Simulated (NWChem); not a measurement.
Molecule: ammonia (NH₃); SMILES N

Program: NWChem. Pople sets run with spherical d functions. Structure relaxed at the B3LYP/6-31G* (spherical d) level.

For level PBE0/6-31G*:

highest occupied level (eV): -7.18
orbital gap (eV): 9.82
dipole (D): 1.94

### Question
How do the values read with level PBE0/def2-QZVP instead?

### Answer
The highest occupied level (eV) is -7.75 and the orbital gap (eV) is 8.41. The dipole (D) is 1.60.
